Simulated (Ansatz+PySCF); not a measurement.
doublet C2H3O: levels of theory in one basis

```xyz
6

C    -0.9866   -0.6474    0.0000
C    -0.0083    0.5067    0.0000
H    -0.4639   -1.6074    0.0000
H    -1.6260   -0.5629    0.8811
H    -1.6260   -0.5629   -0.8811
O     1.2367    0.4459    0.0000
```

Basis set: cc-pVTZ (spherical functions). Correlated methods keep 3 orbitals frozen. Correlation on ROHF uses semicanonical orbitals with singles. Charge 0, multiplicity 2.

Computed with Ansatz (development build ahead of 0.2.0) and PySCF 2.14.0; each method stands on the lowest determinant of its kind that the runs found.

```tsv
method	E − E(ROHF) (eV)	<S²> of the determinant
ROHF	0.00	0.75
UHF	-0.14	0.77
ROHF-MP2	-15.01	–
UHF-MP2	-14.96	0.77
```

Task: What does ROHF-CCSD(T) give on the same scale?

Result: -16.13 eV.
